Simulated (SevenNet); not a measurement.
# bcc Ba

These are the machine-learned potential SevenNet-0 (trained on PBE and PBE+U data) values and carry that method's errors.

Cell (relaxed at this level):

```yaml
crystal:
  lattice:
    - [-2.51782, 2.51782, 2.51782]
    - [2.51782, -2.51782, 2.51782]
    - [2.51782, 2.51782, -2.51782]
  atoms:
    - { symbol: Ba, position: [0.00000, 0.00000, 0.00000] }
```

- lattice constant a = 5.036 Å
- volume per atom = 63.85 Å³/atom

Measured, for comparison: lattice constant a 4.995 Å (low-temperature or extrapolated to 0 K; zero-point anharmonic expansion removed, our sources range from 4.995 to 5.004; as tabulated in Csonka et al. (2009), arXiv:0903.4037); equilibrium volume per atom 62.31 Å³/atom (low-temperature or extrapolated to 0 K; zero-point anharmonic expansion removed; as tabulated in Csonka et al. (2009), arXiv:0903.4037). Computed (rounded) less measured: lattice constant a +0.8 % (+0.6 % to +0.8 % over the range), equilibrium volume per atom +2.5 %.

A machine-learned potential is trained on density-functional data: it inherits that level's misses and adds fitting errors of its own.

Note: elastic tensor is not positive definite: mechanically unstable at this level; negative: at this level the crystal gains energy by rearranging, so this bulk phase is not the stable one.
